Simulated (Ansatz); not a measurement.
## What each rung costs, and what it gives

The pair of H2O (SMILES O, atoms 1–3) and H2O2 (SMILES OO, atoms 4–7), both closed shells, in one local arrangement (a lower one may exist), relaxed at PBE0-D4/def2-TZVP:

```
7
angstrom
O 0.3769 0.1197 -1.4128
H -0.0301 -0.4060 -2.1052
H -0.3524 0.5272 -0.9277
O 0.3156 -0.7534 1.2048
O -0.6721 0.2777 1.1781
H 0.6449 -0.6927 0.2874
H -0.2828 0.9276 1.7752
```

Interaction energies are counterpoise-corrected; the time is that of the whole pair.

Program: Ansatz 0.2.0. Basis: as named in each row. Cores are frozen in the correlated methods. B3LYP uses VWN-RPA correlation. Extrapolation: Hartree–Fock as exp(−7.88 √X), correlation as X^−2.97.

Times are rough, for one single point on 2 threads of a shared host (Arm Neoverse V2).

The estimate by CCSD(T) at an estimated basis limit (MP2 extrapolated from triple and quadruple zeta, plus CCSD(T) − MP2 in triple zeta) is -0.313 eV.

```
   method        basis  time (s)  interaction energy (eV)  method less estimate
       HF       STO-3G   under 1                   -0.002                 0.311
   PBE-D4       STO-3G   under 1                   -0.280                 0.034
    SPW92     def2-SVP   under 1                   -0.563                -0.249
 B3LYP-D4        6-31G   under 1                   -0.457                -0.144
   PBE-D4     def2-SVP   under 1                   -0.367                -0.054
  PBE0-D4     def2-SVP   under 1                   -0.367                -0.054
  CCSD(T)     def2-SVP   under 1                   -0.245                 0.068
   PBE-D4  def2-TZVPPD         1                   -0.322                -0.009
revPBE-D4  def2-TZVPPD         1                   -0.265                 0.048
  BLYP-D4  def2-TZVPPD         2                   -0.287                 0.026
  PBE0-D4  def2-TZVPPD         2                   -0.323                -0.010
  wB97M-V     def2-SVP         2                   -0.358                -0.044
 HSE06-D4  def2-TZVPPD         2                   -0.321                -0.008
 B3LYP-D4  def2-TZVPPD         2                   -0.308                 0.006
r2SCAN-D4  def2-TZVPPD         2                   -0.341                -0.028
   B2PLYP  def2-TZVPPD         4                   -0.281                 0.032
  wB97X-V  def2-TZVPPD         4                   -0.311                 0.002
  wB97M-V  def2-TZVPPD         5                   -0.316                -0.003
   B97M-V  def2-TZVPPD         5                   -0.320                -0.006
      MP2  def2-QZVPPD        10                   -0.301                 0.012
  CCSD(T)  def2-TZVPPD        46                   -0.283                 0.030
```

T1 diagnostic: at most 0.013.
